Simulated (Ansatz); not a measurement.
Species: C$_{3}$H$_{4}$, SMILES `C#CC` (charge 0, multiplicity 1), formula C$_{3}$H$_{4}$.

How many basis functions does frozen-core CCSD(T)/aug-cc-pVTZ // PBE0-D3(BJ)/def2-TZVPD (Ansatz, a program for electronic structure) use, how many core orbitals are frozen, and how many electrons are correlated?

230 basis functions and 3 frozen orbitals, which leaves 16 correlated electrons. Core time is of the order of seconds.
